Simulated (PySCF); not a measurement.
**Complexes of fluoride**

Gas-phase complexes of fluoride (charge -1), each in one structure from a short search with a few starts, optimised by PBE0-D3(BJ)/def2-SVPD or PBE0-D3(BJ)/def2-TZVPD; other ways of binding may lie lower. Energies in kcal/mol, PBE0-D3(BJ)/def2-TZVPD, counterpoise-corrected (PySCF): interaction is complex less parts frozen as they stand in it, binding adds what it costs to deform them. Contacts are written partner···fluoride; electrostatic, Pauli and orbital are terms of the uncorrected same energy, whose rest is dispersion or correlation.

1 other partner is left out, for which the search missed the form known or expected to bind best.

Frequency runs check all these structures; these show no clear imaginary mode. 1 further partner within 0.25 kcal/mol of a listed one is not ranked.

(1) Order these partners of fluoride by binding energy, strongest first: alane, chlorotrifluoromethane, chlorine monofluoride, water, bromine monofluoride.

Answers

(1) alane (-90.2), bromine monofluoride (-59.3), chlorine monofluoride (-51.3), water (-28.5), chlorotrifluoromethane (-6.9).
```tsv
partner	contact	distance (Å)	binding	interaction	electrostatic	Pauli	orbital
alane	Al···F	1.72	-90.2	-106.5	-139.0	98.7	-66.0
bromine monofluoride	Br···F	1.96	-59.3	-69.0	-108.1	133.4	-94.3
chlorine monofluoride	Cl···F	1.85	-51.3	-64.6	-98.0	141.0	-107.5
water	H···F	1.35	-28.5	-34.5	-48.5	50.3	-36.1
chlorotrifluoromethane	Cl···F	2.87	-6.9	-8.3	-14.9	16.1	-9.1
```
